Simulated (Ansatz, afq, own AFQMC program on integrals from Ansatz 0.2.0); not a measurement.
## Atomization energy of C₃H₉GaS, singlet

```tsv
atom	x (Å)	y (Å)	z (Å)
C	-0.4197	2.1204	0.3139
C	0.2427	0.8342	0.7910
Ga	0.0228	-0.7637	-0.3537
C	0.7230	-2.5622	0.0172
S	-1.1334	-0.5691	-2.2412
H	-0.2457	2.9576	1.0103
H	-1.5115	2.0081	0.2150
H	-0.0378	2.4382	-0.6697
H	-0.1238	0.5525	1.7947
H	1.3313	0.9772	0.9172
H	0.7223	-3.1932	-0.8830
H	0.0940	-3.0536	0.7775
H	1.7472	-2.5157	0.4182
H	-1.4244	0.7401	-2.0787
```

Atoms in their ground-state spins without spin–orbit coupling (mostly on UHF) minus the molecule (RHF), without zero-point energy. The geometry is a stationary point, not shown to be a minimum.

Basis def2-SVP. Only valence electrons are correlated. Ansatz 0.2.0 and our own AFQMC program on the same integrals; the CISD trial comes from CCSD amplitudes, and released means the phaseless constraint is let go. Error bars are statistical, one sigma. No spin–orbit coupling. The errors of all members are added in quadrature.

No full CI on the walks' own integrals is used here. The released AFQMC energy serves as the reference, which it does only where one determinant dominates, the energy is flat over the last release times and near the phaseless one (40 meV or 2 meV an electron, half that with transition metals). On small molecules, where full CI could be run and the noise was under 10 meV, such values lay within 10 meV of it in 19 cases of 20, a flattering rate, since the rule was set on those same cases; what remains of the bias isn't in the error bar. Each member takes its own surest rung, up to full CI.

Errors are counted within def2-SVP, not against nature.

Cautions: inner d shell frozen; no relativity below Rb; no spin-orbit coupling; C₃H₉GaS (singlet): the released value is read at 0.90 1/Eh with a noise of 21 meV, more than in the cases checked (meV from the phaseless value at times in 1/Eh: -20 ± 10 at 0.21, -24 ± 14 at 0.42, -35 ± 16 at 0.63, -26 ± 21 at 0.90); other spins of the molecule weren't checked.

Reference (AFQMC with the constraint released): 49.214 ± 0.021 eV.

```json
{"level": "HF", "atomization energy (eV)": "39.191", "error against released AFQMC (eV)": "-10.024 ± 0.021"}
{"level": "MP2", "atomization energy (eV)": "49.310", "error against released AFQMC (eV)": "0.096 ± 0.021"}
{"level": "CCSD", "atomization energy (eV)": "48.736", "error against released AFQMC (eV)": "-0.479 ± 0.021"}
{"level": "CCSD(T)", "atomization energy (eV)": "49.174", "error against released AFQMC (eV)": "-0.041 ± 0.021"}
{"level": "ph-AFQMC/CISD", "atomization energy (eV)": "49.202 ± 0.012", "error against released AFQMC (eV)": "-0.013 ± 0.024"}
```

Correlation beyond CCSD(T) changes it by less than twice the noise. The perturbative (T) step is worth +0.438 eV.

Released energies are given only where the last usable release times agree within the noise; a slower fall can still hide under it.
